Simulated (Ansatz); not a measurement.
# Redistribution: BH(CH3)F + BH2(OH) → BH(CH3)(OH) + BH2F

Species: BH(CH3)F, singlet; BH2(OH), singlet; BH(CH3)(OH), singlet; BH2F `BF`, singlet. The partners trade F for OH; both sit on B, so the bond types are kept.

Shapes, held fixed at every level: PBE0-D4/def2-TZVP. Flexible molecules stand in one conformer, not always the lowest. Programs: Ansatz 0.2.0. The zero-point and thermal change to 298 K, harmonic and unscaled (PBE0-D4/def2-TZVP), is -0.1 kJ/mol.

(1) Estimate ΔH(298 K) of this reaction.

Answers

(1) The highest level, CCSD(T)/CBS estimate, gives ΔH(298 K) = +4.7 kJ/mol; the levels span +3.8 to +6.4. The column of differences is taken from that level and isn't an error. No measured value is set beside it here. The CBS estimate extrapolates MP2 from def2-TZVPP and def2-QZVPP and adds CCSD(T) − MP2 in the triple-zeta set, cores frozen.

| level | kind | ΔH(298 K) (kJ/mol) | less CCSD(T)/CBS estimate |
| --- | --- | --- | --- |
| HF/def2-SVP | Hartree–Fock | +4.8 | +0.1 |
| PBE-D4/def2-TZVPP | GGA | +6.4 | +1.7 |
| wB97M-V/def2-TZVPP | range-separated hybrid | +5.9 | +1.2 |
| wB97X-V/def2-TZVPP | range-separated hybrid | +5.6 | +0.9 |
| MP2/def2-TZVPP | perturbation theory | +3.8 | -0.9 |
| CCSD/def2-SVP | coupled cluster or CI | +4.4 | -0.3 |
| CCSD/def2-TZVPP | coupled cluster or CI | +4.5 | -0.2 |
| CCSD(T)/CBS estimate | coupled cluster or CI | +4.7 | 0.0 |
